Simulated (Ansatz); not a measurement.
For fcc Pd, BLYP in Ansatz (plane waves, PAW) gives:

```
Quantity              Result
-------------------  -------
lattice parameter a  4.027 Å
bulk modulus B0      135 GPa
```

What does HSE06 (PAW; Ansatz, a first-principles code) give for the same quantities?


- lattice constant a: 3.909 Å (falls by 2.9 %)
- bulk modulus: 175 GPa (goes up by 30 %)

For comparison: lattice constant a 3.876 Å (measured, static lattice: zero-point anharmonic expansion removed; as tabulated in Mejia-Rodriguez and Trickey (2018), arXiv:1807.09216); bulk modulus 195 GPa (measured, zero-point energy and finite temperature contributions removed, our sources range from 187 to 198; as tabulated in doi:10.1021/acs.jctc.3c00612).

Changes are worked out from the printed values.

Unless a cell is named, each level is at its own relaxed cell (BLYP 16.33, HSE06 14.93 Å³/atom).

The crystal itself was run without spin with BLYP, HSE06; a magnetic state was not tried in these runs.

Caveats: the cell is over a tenth larger than the published one: the level's own overestimate first of all, though another phase or state, or a fault of the published cell, is possible (BLYP). Ansatz's density-functional and Hartree–Fock values are scalar-relativistic unless marked +SOC, with PAW data made under PBE.
